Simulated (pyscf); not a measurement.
A first-order saddle from PySCF, ωB97X-D3(BJ)/def2-SVP:

```xyz
7

Se    -2.4084    -0.1196     0.7304
W     -0.3718    -0.0647    -0.4414
Se     1.0602     1.2541     0.6106
F     -0.9365     0.9925    -1.8377
F      0.4257    -1.2927    -1.5870
F     -0.1595    -1.7437     0.7908
H     -1.2890    -1.3437     1.1022
```

Surface: singlet, charge 0. Lowest wavenumbers (cm⁻¹): 1169i, 89, 130, 150, 189.

**Question.** Which two sides does it connect, and which bonds change?

**Answer.** F–W(F)(=Se)=Se + hydrogen fluoride (HF) <-> F–W(F)(F)(=Se)–SeH, an addition across a multiple bond or ene-type step read from left to right: F–H broken and H–Se, F–W formed. At ωB97M-D3(BJ)/def2-TZVP it lies +0.54 eV from the left side and +1.21 eV from the right (each side as separated species at their lowest minima found). On the reactant side the descent ends in an adduct with a F–W contact, 0.07 eV under the separated species and 0.53 eV under the saddle at ωB97X-D3(BJ)/def2-TZVP. What is counted as formed (F–W) is already present as a longer contact in the reactant adduct; forming that adduct is a step of its own. This is the saddle that the search found; another between the same sides may lie lower. Elements up to Kr have no core potential and no relativistic terms here. Elements past Kr carry the def2 core potentials, without spin-orbit coupling.
